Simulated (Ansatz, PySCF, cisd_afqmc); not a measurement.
System: CH4N, charge 0, doublet. CH4N (SMILES C[NH], doublet).
B3LYP-D3(BJ)/def2-TZVP minimum from Ansatz (a quantum-chemistry and plane-wave program):
```
C
H 1 1.0903
H 1 1.1007 2 108.68
H 1 1.1007 2 108.68 3 -114.61
N 1 1.4368 2 110.64 3 122.69
H 5 1.0259 1 107.09 2 180.00
```
Charge 0, spin multiplicity 2.

Atomisation energy term by term, kcal/mol (programs: Ansatz, cisd_afqmc). Open shells are spin-unrestricted; no spin-orbit coupling. Cores are frozen in correlated methods. Rows without X2C or -DK are non-relativistic. The Monte Carlo rows (phaseless AFQMC, CISD trial, step 0.005/hartree) carry one-sigma bars that omit the constraint's bias. Outlying blocks are dropped, and bars are widened where a walk drifts. Over all cases where full CI ran beside it in this data, AFQMC minus full CI had a median of +0.1 mEh and passed +0.4 mEh in a tenth of the cases. CBS(X,Y): correlation extrapolated as X^-3, Hartree-Fock from the larger set (Q,5: extrapolated as (X+1)exp(-9√X)). A bracket is a step between two methods taken in the basis named. 'core' is core correlation in cc-pwCVTZ, 'X2C' scalar relativity in cc-pVTZ-DK, both at CCSD(T). For partners of very few electrons the exact lower level stands in for a higher one.

| term | basis | kcal/mol |
|---|---|---|
| Hartree-Fock | CBS(cc-pVQZ,cc-pV5Z) | 339.85 |
| CCSD correlation | CBS(cc-pVQZ,cc-pV5Z) | 126.94 |
| (T) | CBS(cc-pVQZ,cc-pV5Z) | 6.25 |
| CCSDT(Q) - CCSD(T) | cc-pVTZ | 0.19 |
| core correlation | cc-pwCVTZ | 1.53 |
| scalar relativity | X2C, cc-pVTZ-DK | -0.36 |
| minus zero-point energy | Hessian by PySCF at B3LYP-D3(BJ)/def2-TZVP | -30.49 |
| sum: D0 |  | 443.9 |

The step beyond CCSD(T) by other levels: AFQMC/CISD in cc-pVDZ 0.30 ± 0.16; CCSDT(Q) in cc-pVDZ 0.40 kcal/mol.
